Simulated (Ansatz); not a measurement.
The input, for Ansatz 0.2.0:

```yaml
crystal:
  periodic: [false, false, false]
  atoms:
    - {symbol: Ti, position_ang: [0.000000, 0.000000, 1.732600]}
    - {symbol: C, position_ang: [0.000000, 0.000000, -0.291200]}
    - {symbol: O, position_ang: [0.000000, 0.000000, -1.441400]}
basis:
  gaussian: {orbitals: def2-SVP}
total_charge: 1
magnetization: {spin_polarized: false, initial_magnetization: 5}
correlation: {method: ccsdt_q, electrons: outside_noble_gas}
```

```sh
$ ansatz run in.yaml --threads 1 --pin off --events-out ev --progress --plain --max-ram 2393MiB
```

Output:

```
1089 factors; integrals over basis functions are off by at most 1.8e-7 eV
mean field evaluation 1: about -26124.8992 eV, gradient 4.8e1 eV
mean field evaluation 2: about -26125.0534 eV, gradient 4.7e1 eV
mean field evaluation 4: about -26132.7480 eV, gradient 1.5e1 eV
mean field evaluation 8: about -26135.4072 eV, gradient 1.4e0 eV
mean field evaluation 16: about -26135.5286 eV, gradient 1.0e-1 eV
mean field evaluation 32: about -26135.6101 eV, gradient 8.0e-4 eV
mean field evaluation 64: about -26133.5362 eV, gradient 5.6e0 eV
mean field evaluation 96: about -26134.8247 eV, gradient 4.6e-2 eV
mean field evaluation 128: about -26134.8506 eV, gradient 6.4e-1 eV
mean field evaluation 160: about -26135.5726 eV, gradient 9.0e-1 eV
...
cycle  30  -9.77698942 eV  change   -1.0e-6 eV  update   7.4e-6
cycle  31  -9.77699140 eV  change   -2.0e-6 eV  update   6.0e-6
cycle  32  -9.77699340 eV  change   -2.0e-6 eV  update   5.0e-6
cycle  33  -9.77699435 eV  change   -9.5e-7 eV  update   4.0e-6
cycle  34  -9.77699495 eV  change   -6.0e-7 eV  update   3.1e-6
cycle  35  -9.77699380 eV  change    1.1e-6 eV  update   2.6e-6
cycle  36  -9.77699391 eV  change   -1.1e-7 eV  update   2.0e-6
cycle  37  -9.77699346 eV  change    4.5e-7 eV  update   1.6e-6
cycle  38  -9.77699424 eV  change   -7.8e-7 eV  update   1.2e-6
cycle  39  -9.77699436 eV  change   -1.2e-7 eV  update   8.3e-7
perturbative correction -0.04469814 eV, -0.0016426265 hartree
Total energy: -26145.34855943 eV, -960.8238376055 hartree
```

Ran on 1 thread of Arm Neoverse V2, shared host: 3.5 min wall, 1.3 GiB peak host memory.
